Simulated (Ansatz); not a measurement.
# Diamond: width of the whole s-p valence band by level of theory

No measured value is used here.

| level (code) | value (eV) |
|---|---|
| LDA (Ansatz) | 21.32 |
| PBE (Ansatz) | … |
| RPBE (Ansatz) | … |
| r²SCAN (Ansatz) | 22.67 |
| B3LYP (VWN-RPA form) (Ansatz) | 22.88 |
| HSE06 (Ansatz) | 23.52 |
| PBE0 (Ansatz) | … |
| r²SCANh (Ansatz) | 23.35 |
| Hartree–Fock (Ansatz) | 29.29 |

Question: Some entries are withheld; supply them.

Answer: 
- PBE (Ansatz, a quantum-chemistry and plane-wave program), value (eV): 21.47
- RPBE (Ansatz), value (eV): 21.55
- PBE0 (Ansatz), value (eV): 23.59

Widths are read from band energies on the run's k points.  Values are at the measured cell. Cutoffs and k meshes differ between the levels. Ansatz's density-functional and Hartree–Fock values are scalar-relativistic unless marked +SOC, with PAW data made under PBE.
